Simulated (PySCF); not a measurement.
An unknown is described by computed data only.

Formula: C3H2O3.

| Quantity | Value |
| --- | --- |
| Polarisability | 43.0 au [CAM-B3LYP/aug-cc-pVTZ] |
| UV, strongest line | among the 10 lowest singlet transitions: S6 at 7.25 eV (171 nm, f = 0.179) [TDDFT CAM-B3LYP/aug-cc-pVTZ] |
| Rotational structure | rotational constants A, B, C: 9.508, 4.227, 2.926 GHz [PBE0-D3(BJ)/def2-TZVP] |
| UV, first state | lowest singlet excitation: 6.31 eV (196 nm, f = 0.028) [TDDFT CAM-B3LYP/aug-cc-pVTZ] |
| Dipole | 4.72 D [CAM-B3LYP/aug-cc-pVTZ] |
| Triplet | lowest triplet excitation (Tamm–Dancoff): 4.28 eV [TDA CAM-B3LYP/aug-cc-pVTZ] |
| 13C NMR | chemical shifts (computed TMS as zero) by class: 160.7 (1 C), 140.4 (2 C) ppm [GIAO PBE0/pcSseg-2] |
| 1H NMR | chemical shifts (computed TMS as zero) by class: 7.09 (2 H) ppm [GIAO PBE0/pcSseg-2] |

Electronic properties: PySCF, gas phase, density fitting. Levels stand in brackets. Geometry: PBE0-D3(BJ)/def2-TZVP; no solvent, vibrations or thermal averaging. Each NMR value is the plain mean over a class of atoms that symmetry, rotation or inversion makes alike.

Problem. Propose a structure and show how it fits.

Solution. Numbering: `[O:1]=[c:2]1[o:3][cH:4][cH:5][o:6]1`. Its formula, C3H2O3, gives 3 degrees of unsaturation: 1 ring and 2 π bonds in the structure found (Kekulé form). 3 carbons fall into 2 classes; from least to most shielded: ring carbonyl carbon [C2] (160.7 ppm), unsaturated ring CH carbon [C4/C5] (140.4 ppm, 2 C). All hydrogens form one class (7.09 ppm): hydrogen on carbon. The optimised geometry has point group C2v and is an asymmetric top. Structure: `O=C1OC=CO1` (vinylene carbonate). The assignments are read from this structure; whether some other isomer fits the data as well wasn't checked.
